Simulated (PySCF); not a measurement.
methyl isocyanide, C2H3N, SMILES [C-]#[N+]C, point group C3v.

Level: B3LYP/pcSseg-1 in PySCF (density fitting, grid level 2); geometry and Hessian at that level, cubic constants and property derivatives from steps of ±0.6 along each species' dimensionless normal coordinates, second-order vibrational perturbation theory. The parent has the commonest isotopes.

Equilibrium geometry (Å):

```
atom        x        y        z
  C1   2.1092   0.0131  -0.0346
  N2   0.9401   0.0066  -0.0234
  C3  -0.4806  -0.0014  -0.0098
  H4  -0.8566  -0.6099  -0.8375
  H5  -0.8407  -0.4202   0.9346
  H6  -0.8588   1.0197  -0.1156
```

An isotope shift is δ(isotopologue) − δ(parent), that is, the negative of the change in the averaged GIAO shielding; n counts bonds from the nearest label (0: the labelled atom itself). These are computed values; those of heavy atoms are rounded to 5 ppb, about the numerical noise. One-bond deuterium shifts of ¹³C at such levels come out too large, by a quarter to a half.

(1) What isotope shifts arise with ²H at 4?

(2) What isotope shifts arise with ¹⁵N at 2?

(3) What isotope shifts arise with ¹⁵N at 2, ²H at 4?

Answers

(1) 
| nucleus | n | 0 K (ppb) | 300 K (ppb) |
| --- | --- | --- | --- |
| H4 | 0 | -132 | -126 |
| C3 | 1 | -205 | -205 |
| N2 | 2 | -80 | -75 |
| H5 | 2 | -12 | -13 |
| H6 | 2 | -12 | -13 |
| C1 | 3 | -35 | -20 |

(2) 
```json
{"nucleus": "N2", "n": "0", "0 K (ppb)": "-55", "300 K (ppb)": "-40"}
{"nucleus": "C1", "n": "1", "0 K (ppb)": "-80", "300 K (ppb)": "-45"}
{"nucleus": "C3", "n": "1", "0 K (ppb)": "-20", "300 K (ppb)": "-20"}
{"nucleus": "H4", "n": "2", "0 K (ppb)": "-1", "300 K (ppb)": "-1"}
{"nucleus": "H5", "n": "2", "0 K (ppb)": "-1", "300 K (ppb)": "-1"}
{"nucleus": "H6", "n": "2", "0 K (ppb)": "-1", "300 K (ppb)": "-1"}
```

(3) 
```
nucleus  n  0 K (ppb)  300 K (ppb)
     N2  0       -135         -115
     H4  0       -133         -126
     C1  1       -110          -65
     C3  1       -225         -225
     H5  2        -12          -14
     H6  2        -12          -14
```
